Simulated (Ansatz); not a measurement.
One change: `CCSCS` becomes `CCSC=S`.

Ansatz, PBE0-D4/def2-TZVP geometries, multiplicity 1. Each molecule was computed in one conformer, which needn't be the lowest.

| property | `CCSCS` |
| --- | --- |
| HOMO–LUMO gap (B3LYP/def2-TZVPP) / eV | 6.27 |
| size of the dipole moment (ωB97M-V/def2-TZVPP) / D | 2.36 |
| HOMO–LUMO gap (PBE0/def2-TZVPP) / eV | 6.77 |
| LUMO energy (PBE0/def2-TZVPP) / eV | 0.28 |
| HOMO–LUMO gap (PBE/def2-TZVPP) / eV | 4.58 |
| HOMO–LUMO gap (ωB97M-V/def2-TZVPP) / eV | 10.82 |

Problem. What does the change do to each property? (Estimate.)

Solution. The calculation gave: 
```
                                          property  `CCSC=S`  shift
             HOMO–LUMO gap (B3LYP/def2-TZVPP) / eV      3.98  -2.29
size of the dipole moment (ωB97M-V/def2-TZVPP) / D      4.08   1.72
              HOMO–LUMO gap (PBE0/def2-TZVPP) / eV      4.40  -2.37
                LUMO energy (PBE0/def2-TZVPP) / eV     -2.02  -2.30
               HOMO–LUMO gap (PBE/def2-TZVPP) / eV      2.37  -2.21
           HOMO–LUMO gap (ωB97M-V/def2-TZVPP) / eV      8.66  -2.16
```

With PBE0 the HOMO rises by 0.07 eV and the LUMO falls by 2.30 eV, so the gap narrows by about 2.37 eV. PBE moves the HOMO by 0.06 eV and ωB97M-V by 0.10 eV. Dipoles are sizes alone; their direction can turn.

B3LYP here is the variant with VWN-RPA as its local correlation; programs differ in this.
